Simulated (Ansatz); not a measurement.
Cadmium (hcp) across density functionals

All rows: Ansatz, plane waves with scalar-relativistic PAW, 420 eV (500 eV for the SCAN forms), relaxed under each functional, no dispersion correction, no zero-point motion. B₀ comes from uniform scaling at fixed shape; a dash is a value not given.

The measured cell (COD entry 9008490) has a = 2.979 Å, c = 5.618 Å (c/a = 1.886), 21.59 Å³/atom.

```json
{"functional": "PBE", "V (Å³/atom)": "23.11", "cell": "a = 3.001 Å, c = 5.926 Å (c/a = 1.975)", "B₀ (GPa)": "44", "magnetic state": "spin not included"}
{"functional": "r²SCAN", "V (Å³/atom)": "22.19", "cell": "a = 2.951 Å, c = 5.884 Å (c/a = 1.994)", "B₀ (GPa)": "56", "magnetic state": "spin not included"}
{"functional": "PBEsol", "V (Å³/atom)": "21.25", "cell": "a = 2.927 Å, c = 5.727 Å (c/a = 1.956)", "B₀ (GPa)": "62", "magnetic state": "spin not included"}
{"functional": "revPBE", "V (Å³/atom)": "24.12", "cell": "a = 3.041 Å, c = 6.022 Å (c/a = 1.980)", "B₀ (GPa)": "36", "magnetic state": "spin not included"}
{"functional": "RPBE", "V (Å³/atom)": "24.54", "cell": "a = 3.059 Å, c = 6.056 Å (c/a = 1.980)", "B₀ (GPa)": "33", "magnetic state": "spin not included"}
{"functional": "BLYP", "V (Å³/atom)": "26.67", "cell": "a = 3.097 Å, c = 6.420 Å (c/a = 2.073)", "B₀ (GPa)": "20", "magnetic state": "spin not included"}
```

**Question.** What does LDA give?

**Answer.** V (Å³/atom): 20.28; cell: a = 2.882 Å, c = 5.638 Å (c/a = 1.957); B₀ (GPa): 73; magnetic state: spin not included.

**Question.** Which functional comes closest to the measured volume?

**Answer.** PBEsol, off by -1.6 %. The measured value holds thermal expansion and zero-point motion, which the calculations lack.

Some functionals expand this cell far past the measured one.
